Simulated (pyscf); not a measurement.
Thermochemistry of product channels of H₂B–AsH₂ + water (H₂O) on the singlet surface, in kcal/mol, from ωB97M-D3(BJ)/def2-TZVP energies (ideal gas, 1 atm, RRHO with modes under 100 cm⁻¹ raised to 100, one conformer, R ln 2 for rigid chiral ones). Single points on ωB97X-D3(BJ)/def2-SVP structures (PySCF, gas phase).

```tsv
products	ΔE	ΔH(298 K)	ΔG(298 K)	ΔG(1200 K)
AsH₃ + H₂B–OH	[?]	-32.1	-31.8	-29.3
HO–BH–AsH₂ + hydrogen (H₂)	-28.8	-30.8	-29.0	[?]
HO–AsH₂ + borane (BH₃)	[?]	+11.5	+12.0	+14.1
```

### Question
Complete the blanks.

### Answer

- AsH₃ + H₂B–OH, ΔE: -31.9
- HO–BH–AsH₂ + hydrogen (H₂), ΔG(1200 K): -25.2
- HO–AsH₂ + borane (BH₃), ΔE: +12.9

These are energies of the channels, which say nothing of barriers. Elements up to Kr have no core potential and no relativistic terms here.
